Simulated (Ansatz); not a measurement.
This geometry of CH5AlO + H2 (10 atoms, charge 0, multiplicity 1) is a first-order saddle point.

These are results of UKS PBE0/cc-pVDZ in Ansatz, not measurements.

```xyz
10
Properties=species:S:1:pos:R:3
Al -0.343 1.276 0.729
O -0.193 0.004 -0.660
C -0.051 -1.397 -0.519
H -1.364 2.452 0.421
H -0.056 0.654 2.167
H 0.831 0.769 -0.567
H 1.234 1.581 -0.110
H 0.156 -1.844 -1.504
H 0.769 -1.663 0.172
H -0.985 -1.832 -0.129
```

Task: Which two structures does it join? (They come from a converged band through this point; their orientation in space is the band's.)

Result: Bonds broken: H6–H7. Bonds formed: Al1–H7, O2–H6. CH5AlO + H2 becomes CH7AlO.

Initial state:

```xyz
10
Properties=species:S:1:pos:R:3
Al -0.541 0.995 0.744
O -0.756 -0.286 -0.401
C -0.233 -1.583 -0.458
H -1.377 2.308 0.446
H 0.349 0.735 2.041
H 1.266 1.674 -0.764
H 1.561 2.027 -0.151
H 0.358 -1.719 -1.382
H 0.424 -1.827 0.401
H -1.051 -2.324 -0.476
```

Final state:

```xyz
10
Properties=species:S:1:pos:R:3
Al -0.164 1.434 0.744
O 0.321 0.036 -0.657
C -0.103 -1.324 -0.503
H -1.747 1.510 0.485
H 0.328 0.658 2.070
H 1.254 0.072 -0.909
H 0.801 2.584 0.162
H 0.049 -1.868 -1.446
H 0.434 -1.815 0.324
H -1.175 -1.286 -0.271
```

Task: How far does it lie above each of them?

Result: 0.74 eV above the first and 0.75 eV above the second. This is the barrier of this one path; another mechanism may lie lower. The orbitals were unrestricted but ended closed-shell.

The run took 6.5 min on 2 threads of Arm Neoverse V1, with other jobs on the host, peak memory 0.2 GiB.
